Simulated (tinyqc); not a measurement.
Worked calculation: UHF in the sto-3g basis, for BH, spin multiplicity 3. One step of it, computed by the program tinyqc.

Problem. Iteration 3: building the Fock matrix. J_ij = sum D_kl (ij|kl) with D = D(alpha) + D(beta), K_ij = sum D_kl (ik|jl) for each spin; F = H + J - K(s); E = tr D H + tr D J / 2 - 0.5 sum_s tr D(s) K(s) + E_nn.

D(alpha) after iteration 2, order 1B 1s, 1B 2s, 1B 2px, 1B 2py, 1B 2pz, 2H 1s:
$$\begin{pmatrix}
1.062889 & -0.240684 & 0.000000 & 0.000000 & 0.113956 & -0.003873 \\
-0.240684 & 0.918282 & 0.000000 & 0.000000 & -0.371264 & -0.023594 \\
0.000000 & 0.000000 & 0.934045 & 0.248203 & 0.000000 & 0.000000 \\
0.000000 & 0.000000 & 0.248203 & 0.065955 & 0.000000 & 0.000000 \\
0.113956 & -0.371264 & 0.000000 & 0.000000 & 0.154276 & 0.071059 \\
-0.003873 & -0.023594 & 0.000000 & 0.000000 & 0.071059 & 0.977392
\end{pmatrix}$$

D(beta) after iteration 2, order 1B 1s, 1B 2s, 1B 2px, 1B 2py, 1B 2pz, 2H 1s:
$$\begin{pmatrix}
0.984285 & 0.027636 & 0.000000 & 0.000000 & 0.004641 & -0.022065 \\
0.027636 & 0.002361 & 0.000000 & 0.000000 & 0.001458 & 0.038742 \\
0.000000 & 0.000000 & 0.000000 & 0.000000 & 0.000000 & 0.000000 \\
0.000000 & 0.000000 & 0.000000 & 0.000000 & 0.000000 & 0.000000 \\
0.004641 & 0.001458 & 0.000000 & 0.000000 & 0.001135 & 0.032887 \\
-0.022065 & 0.038742 & 0.000000 & 0.000000 & 0.032887 & 0.978215
\end{pmatrix}$$

core Hamiltonian H = T + V (hartree), order 1B 1s, 1B 2s, 1B 2px, 1B 2py, 1B 2pz, 2H 1s:
$$\begin{pmatrix}
-12.560858 & -3.251907 & 0.000000 & 0.000000 & -0.005402 & -0.079545 \\
-3.251907 & -3.652166 & 0.000000 & 0.000000 & -0.055133 & -0.328933 \\
0.000000 & 0.000000 & -2.848120 & 0.000000 & 0.000000 & 0.000000 \\
0.000000 & 0.000000 & 0.000000 & -2.848120 & 0.000000 & 0.000000 \\
-0.005402 & -0.055133 & 0.000000 & 0.000000 & -2.875403 & -0.393472 \\
-0.079545 & -0.328933 & 0.000000 & 0.000000 & -0.393472 & -1.665298
\end{pmatrix}$$

Two-electron integrals (ij|kl) in chemists' order, unique and non-zero (hartree):
```
(11|11) 2.923513   (21|11) 0.518376   (21|21) 0.109262   (22|11) 0.744229
(22|21) 0.193177   (22|22) 0.544804   (31|31) 0.020264   (32|31) 0.029996
(32|32) 0.120346   (33|11) 0.742491   (33|21) 0.193240   (33|22) 0.544682
(33|33) 0.586773   (41|41) 0.020264   (42|41) 0.029996   (42|42) 0.120346
(43|43) 0.031630   (44|11) 0.742491   (44|21) 0.193240   (44|22) 0.544682
(44|33) 0.523513   (44|44) 0.586773   (51|51) 0.020264   (52|51) 0.029996
(52|52) 0.120346   (53|53) 0.031630   (54|54) 0.031630   (55|11) 0.742491
(55|21) 0.193240   (55|22) 0.544682   (55|33) 0.523513   (55|44) 0.523513
(55|55) 0.586773   (61|11) 0.012307   (61|21) 0.002593   (61|22) 0.004628
(61|33) 0.004608   (61|44) 0.004608   (61|51) 0.000212   (61|52) 0.000393
(61|55) 0.004673   (61|61) 0.000064   (62|11) 0.050536   (62|21) 0.013441
(62|22) 0.044676   (62|33) 0.043292   (62|44) 0.043292   (62|51) 0.001453
(62|52) 0.010470   (62|55) 0.047393   (62|61) 0.000345   (62|62) 0.006788
(63|31) 0.000982   (63|32) 0.005288   (63|53) 0.001743   (63|63) 0.000529
(64|41) 0.000982   (64|42) 0.005288   (64|54) 0.001743   (64|64) 0.000529
(65|11) 0.059770   (65|21) 0.016028   (65|22) 0.055497   (65|33) 0.053012
(65|44) 0.053012   (65|51) 0.002295   (65|52) 0.016039   (65|55) 0.060400
(65|61) 0.000421   (65|62) 0.009572   (65|65) 0.013773   (66|11) 0.239737
(66|21) 0.064563   (66|22) 0.239010   (66|33) 0.230416   (66|44) 0.230416
(66|51) 0.005388   (66|52) 0.054023   (66|55) 0.256011   (66|61) 0.001640
(66|62) 0.054322   (66|65) 0.082573   (66|66) 0.774606
```

nuclear repulsion = 1.19886092 hartree

Give: Coulomb J; exchange K(alpha); exchange K(beta); F(alpha); F(beta); total energy of this density.

Solution.

Coulomb J (hartree), order 1B 1s, 1B 2s, 1B 2px, 1B 2py, 1B 2pz, 2H 1s:
$$\begin{pmatrix}
7.7893 & 1.5456 & 0.0000 & 0.0000 & -0.0063 & 0.0367 \\
1.5456 & 3.0522 & 0.0000 & 0.0000 & 0.0274 & 0.2905 \\
0.0000 & 0.0000 & 3.0658 & 0.0157 & 0.0000 & 0.0000 \\
0.0000 & 0.0000 & 0.0157 & 3.0109 & 0.0000 & 0.0000 \\
-0.0063 & 0.0274 & 0.0000 & 0.0000 & 3.0682 & 0.3823 \\
0.0367 & 0.2905 & 0.0000 & 0.0000 & 0.3823 & 2.4484
\end{pmatrix}$$

exchange K(alpha) (hartree), order 1B 1s, 1B 2s, 1B 2px, 1B 2py, 1B 2pz, 2H 1s:
$$\begin{pmatrix}
2.9814 & 0.5574 & 0.0000 & 0.0000 & 0.0043 & 0.0139 \\
0.5574 & 0.6683 & 0.0000 & 0.0000 & -0.2092 & 0.0761 \\
0.0000 & 0.0000 & 0.6732 & 0.1378 & 0.0000 & 0.0000 \\
0.0000 & 0.0000 & 0.1378 & 0.1912 & 0.0000 & 0.0000 \\
0.0043 & -0.2092 & 0.0000 & 0.0000 & 0.2610 & 0.0961 \\
0.0139 & 0.0761 & 0.0000 & 0.0000 & 0.0961 & 0.7680
\end{pmatrix}$$

exchange K(beta) (hartree), order 1B 1s, 1B 2s, 1B 2px, 1B 2py, 1B 2pz, 2H 1s:
$$\begin{pmatrix}
2.9062 & 0.5342 & 0.0000 & 0.0000 & 0.0038 & 0.0129 \\
0.5342 & 0.1298 & 0.0000 & 0.0000 & 0.0156 & 0.0667 \\
0.0000 & 0.0000 & 0.0229 & 0.0000 & 0.0000 & 0.0000 \\
0.0000 & 0.0000 & 0.0000 & 0.0229 & 0.0000 & 0.0000 \\
0.0038 & 0.0156 & 0.0000 & 0.0000 & 0.0411 & 0.0925 \\
0.0129 & 0.0667 & 0.0000 & 0.0000 & 0.0925 & 0.7674
\end{pmatrix}$$

F(alpha) (hartree), order 1B 1s, 1B 2s, 1B 2px, 1B 2py, 1B 2pz, 2H 1s:
$$\begin{pmatrix}
-7.7530 & -2.2637 & 0.0000 & 0.0000 & -0.0161 & -0.0567 \\
-2.2637 & -1.2682 & 0.0000 & 0.0000 & 0.1815 & -0.1145 \\
0.0000 & 0.0000 & -0.4555 & -0.1221 & 0.0000 & 0.0000 \\
0.0000 & 0.0000 & -0.1221 & -0.0285 & 0.0000 & 0.0000 \\
-0.0161 & 0.1815 & 0.0000 & 0.0000 & -0.0682 & -0.1072 \\
-0.0567 & -0.1145 & 0.0000 & 0.0000 & -0.1072 & 0.0151
\end{pmatrix}$$

F(beta) (hartree), order 1B 1s, 1B 2s, 1B 2px, 1B 2py, 1B 2pz, 2H 1s:
$$\begin{pmatrix}
-7.6778 & -2.2405 & 0.0000 & 0.0000 & -0.0156 & -0.0557 \\
-2.2405 & -0.7298 & 0.0000 & 0.0000 & -0.0434 & -0.1051 \\
0.0000 & 0.0000 & 0.1947 & 0.0157 & 0.0000 & 0.0000 \\
0.0000 & 0.0000 & 0.0157 & 0.1398 & 0.0000 & 0.0000 \\
-0.0156 & -0.0434 & 0.0000 & 0.0000 & 0.1517 & -0.1036 \\
-0.0557 & -0.1051 & 0.0000 & 0.0000 & -0.1036 & 0.0157
\end{pmatrix}$$

total energy of this density = -24.260061 hartree
